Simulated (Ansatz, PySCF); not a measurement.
Stepwise substitution at one centre (B F-NH2). Isolated molecules, 0 K electronic values unless said otherwise. Strings in code marks are SMILES.

Quantity: redistribution energy (mixed species minus the weighted end members), in kcal/mol.

Level 1: PBE-D3(BJ)/def2-TZVP // B3LYP-D3(BJ)/def2-TZVP (PySCF)
Level 2: PBE/6-31G* // B3LYP-D3(BJ)/def2-TZVP (PySCF)
Level 3: frozen-core MP2/6-31G* // B3LYP-D3(BJ)/def2-TZVP (PySCF)
Level 4: HF/cc-pVTZ // B3LYP-D3(BJ)/def2-TZVP (Ansatz, a program for electronic structure)

```csv
species,level 1,level 2,level 3,level 4
1 of 3 F replaced by NH2: `NB(F)F`,-6.07,-6.32,-6.31,-6.27
2 of 3 F replaced by NH2: `NB(F)N`,-5.08,-5.41,-5.45,-5.41
```
